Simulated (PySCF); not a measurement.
Geometries of 2 isomers of C4H5P, from PBE0-D3(BJ)/def2-SVP geometry optimisation, gas phase (PySCF). One conformer each, no zero-point energy, no frequencies.

Question: Which isomer lies lower at this level?
A.
```xyz
10
angstrom
C     -1.722   -0.127    0.042
C     -0.281   -0.488    0.074
C      0.734    0.377   -0.138
C      2.104    0.022   -0.105
P      3.613   -0.344   -0.074
H     -1.875    0.939   -0.180
H     -2.259   -0.720   -0.718
H     -2.206   -0.354    1.007
H     -0.029   -1.534    0.285
H      0.504    1.430   -0.351
```
B.
```xyz
10
angstrom
C     -2.162   -0.076   -0.161
C     -0.846    0.094   -0.325
P      0.338   -0.444    0.967
C      1.835    0.552    0.593
C      1.911   -0.624    0.035
H     -2.566   -0.542    0.745
H     -2.887    0.238   -0.918
H     -0.456    0.563   -1.238
H      2.351    1.499    0.748
H      2.530   -1.281   -0.576
```

Answer: A. That is `C/C=C/C#P`, 25.9 kcal/mol below the other.

| SMILES | atoms numbered as above | E (Eh) | relative (kcal/mol) | relative (kJ/mol) | dipole (D) |
| --- | --- | --- | --- | --- | --- |
| C/C=C/C#P | [CH3:1]/[CH:2]=[CH:3]/[C:4]#[P:5] | -496.18882 | 0.0 | 0.0 | 2.31 |
| C=CP1C=C1 | [CH2:1]=[CH:2][P:3]1[CH:4]=[CH:5]1 | -496.14757 | 25.9 | 108.3 | 1.43 |

As drawn, the higher has a three-membered ring, which the lower lacks.
